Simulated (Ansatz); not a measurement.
# HOC, doublet: vertical spin and charge gaps

Geometry (PBE0/def2-TZVP stationary point for this spin, not checked as a minimum):

```yaml
atoms:
  - { symbol: O, position_ang: [0.0000, -0.1013, 0.5002] }
  - { symbol: C, position_ang: [0.0000, 0.0736, -0.7526] }
  - { symbol: H, position_ang: [0.0000, 0.7302, 1.0271] }
```

Basis cc-pVDZ; Ansatz 0.2.0. Only valence electrons are correlated (noble-gas cores frozen). R marks a restricted (for open shells ROHF) determinant, U an unrestricted one. Active spaces: valence = (11e, 9o) chosen from the atoms' valence shells.

Gaps are energies of the second state less the first, at fixed atoms, for a selection of the levels run; each method lands on the state that its own search finds for that charge and spin.

For open shells CISD is restricted-active-space CI with the open shells as a complete middle space.

Removing an electron, to the triplet: 11.725 eV at UCCSDTQ.

| level | gap (eV) | error (meV) |
| --- | --- | --- |
| RHF | 10.863 | -862 |
| UHF | 10.836 | -889 |
| RMP2 | 11.636 | -89 |
| UMP2 | 11.593 | -132 |
| CISD | 11.611 | -114 |
| RCCSD | 11.749 | 24 |
| UCCSD | 11.746 | 21 |
| RCCSD(T) | 11.734 | 9 |
| UCCSD(T) | 11.739 | 14 |
| BCCD(T) | 11.742 | 17 |
| RCCSDT | 11.725 | 0 |
| UCCSDT | 11.725 | 0 |
| RCCSDT(Q) | 11.725 | 0 |
| UCCSDT(Q) | 11.721 | -4 |
| RCCSDTQ | 11.725 | 0 |
| CASSCF (valence space) | 10.519 | -1206 |
| NEVPT2 (valence space) | 11.353 | -372 |
| MRCISD (valence space) | 11.560 | -165 |
| MRCISD+Q (valence space) | 11.684 | -41 |
| PBE | 11.958 | 233 |
| r2SCAN | 11.854 | 129 |
| PBE0 | 12.021 | 296 |
| B3LYP | 12.229 | 504 |
| wB97M-V | 12.217 | 492 |
| B2PLYP | 11.984 | 259 |
| RPA-PBE | 12.018 | 293 |

PBE gives 8.448 eV for removing an electron, to the singlet. Estimate what UCCSDTQ gives in cc-pVDZ.

UCCSDTQ in cc-pVDZ gives 7.978 eV, so against it PBE is off by 0.470 eV, of which a good part can be the reference's own basis and frozen-core error.

```
                   level  gap (eV)  error (meV)
                     RHF     8.096          118
                     UHF     8.219          241
                UCCSD(T)     7.986            8
                 RCCSDTQ     7.977           -1
MRCISD+Q (valence space)     8.049           71
                  r2SCAN     8.656          678
                    PBE0     8.617          639
                 wB97M-V     8.260          282
                  B2PLYP     8.332          354
```

PBE gives 3.905 eV for quartet less doublet. Estimate what UCCSDTQ gives in cc-pVDZ.

UCCSDTQ in cc-pVDZ gives 3.855 eV, so against it PBE is off by 0.050 eV, of which a good part can be the reference's own basis and frozen-core error.

| level | gap (eV) | error (meV) |
| --- | --- | --- |
| RHF | 2.654 | -1201 |
| CISD | 3.570 | -285 |
| UCCSD | 3.762 | -93 |
| UCCSDT(Q) | 3.856 | 1 |
| RCCSDTQ | 3.855 | 0 |
| CASSCF (valence space) | 3.853 | -2 |
| MRCISD (valence space) | 3.806 | -49 |
| B3LYP | 4.068 | 213 |
| RPA-PBE | 4.131 | 276 |

In so small a basis the reference is far from its limit while semilocal and hybrid functionals are nearer theirs (RPA and double hybrids share part of the reference's basis error), so the functionals' errors here hold much of the reference's basis and frozen-core error, which can add to them or hide them.

Full CI isn't at hand for all of this; UCCSDTQ serves as the reference, and is uncertain by the last step of the cluster series or more. The frozen core follows each run's orbitals, which can shift R against U totals by a few meV.
